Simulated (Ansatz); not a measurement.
**MgSiH₂ (singlet): the correlation ladder at distance Si1–H3 = 1.714 Å, 6-31G**

Aim: climb from Hartree-Fock through coupled cluster and multireference methods for MgSiH₂ (singlet) at one geometry and basis, and see what each rung misses.

The runs use Ansatz 0.2.0, Gaussian basis; 6-31G, core rule «outside noble gas», up to 10 orbitals frozen.

The runs, in order: UHF; CCSD(T) on RHF; CCSD(T) on UHF; BCCD(T) on RHF; CISD; CCSDT(Q) on RHF; CCSDT(Q) on UHF; CCSDTQ on RHF; CASSCF and MRCISD+Q, 2 electrons in 2 orbitals; CASSCF and NEVPT2, 2 electrons in 2 orbitals; Full CI.

38 further runs of the same task are left out: 16 for a known fault of the program, 18 that didn't finish, 4 set aside as unsound or not needed. Runs told in other sessions of the task aren't counted.

## 1. What is computed

The geometry derives from a PBE0/def2-TZVP stationary point (not a proven minimum). One bond is set to the value named and the two fragments are kept rigid.

4 atoms, charge 0, spin multiplicity 1.

Atoms are counted from 1 here; the program's logs count them from 0.

Bond lengths: Si1–Mg2 2.671 Å, Si1–H3 1.714 Å, Mg2–H4 1.719 Å. Angles: Mg2–Si1–H3 87.6°, Si1–Mg2–H4 177.9°.

## 2. UHF

Input file in.yaml:

```yaml
crystal:
  periodic: [false, false, false]
  atoms:
    - {symbol: Si, position_ang: [0.000000, -0.079126, 1.273689]}
    - {symbol: Mg, position_ang: [0.000000, 0.022651, -1.395263]}
    - {symbol: H, position_ang: [0.000000, 1.634865, 1.268215]}
    - {symbol: H, position_ang: [0.000000, 0.023733, -3.113878]}
basis:
  gaussian: {orbitals: 6-31G}
magnetization: {spin_polarized: true, initial_magnetization: 0}
hamiltonian: {xc: hf}
output: {orbitals: {seedname: orbitals}}
```

The run is started by

```sh
$ ansatz run in.yaml --threads 1 --pin off --events-out ev --progress --plain --max-ram 2393MiB
```

After this run come: CCSD(T) on RHF; CCSD(T) on UHF; BCCD(T) on RHF; CISD; CCSDT(Q) on RHF; CCSDT(Q) on UHF; CCSDTQ on RHF; CASSCF and MRCISD+Q, 2 electrons in 2 orbitals; CASSCF and NEVPT2, 2 electrons in 2 orbitals; Full CI.

Q: Predict the results of all the runs planned. Wanted: FCI from the RHF energy; RMP2 from FCI; UMP2 from FCI; RCCSD from FCI; RCCSD(T) from FCI; UCCSD(T) from FCI; RCCSDT(Q) from FCI; UCCSDT(Q) from FCI; NEVPT2 pair from FCI.

**Answer**, as computed:

```
                         quantity                                                                                      value
          FCI from the RHF energy                                                                                 -2.4274 eV
                    RMP2 from FCI                                                                               +76.4 kJ/mol
                    UMP2 from FCI                                                                               +73.4 kJ/mol
                   RCCSD from FCI                                                                                +6.0 kJ/mol
                RCCSD(T) from FCI                                                                                +2.1 kJ/mol
                UCCSD(T) from FCI                                                                                +2.3 kJ/mol
               RCCSDT(Q) from FCI                                                                                +0.2 kJ/mol
               UCCSDT(Q) from FCI                                                                                +0.2 kJ/mol
             NEVPT2 pair from FCI                                                                               +62.3 kJ/mol
           MRCISD+Q pair from FCI                                                                                -0.7 kJ/mol
levels within 1 kcal/mol (43 meV)  RCCSD(T), UCCSD(T), BCCD(T), RCCSDT, UCCSDT, RCCSDT(Q), UCCSDT(Q), RCCSDTQ, MRCISD+Q pair
                    T1 diagnostic                                                                                      0.019
   effectively unpaired electrons                                                                                       0.09
```

**Reading.** RCCSD(T) lands +2.1 kJ/mol from the yardstick (0.9 % of the correlation energy). MRCISD+Q pair falls below full CI: the +Q correction isn't variational, and the cores differ from full CI's. One determinant dominates. Of the multireference levels listed MRCISD+Q pair comes nearest in total energy (-0.7 kJ/mol), which doesn't show that its space is the better one. These misses are within one basis, not against nature.
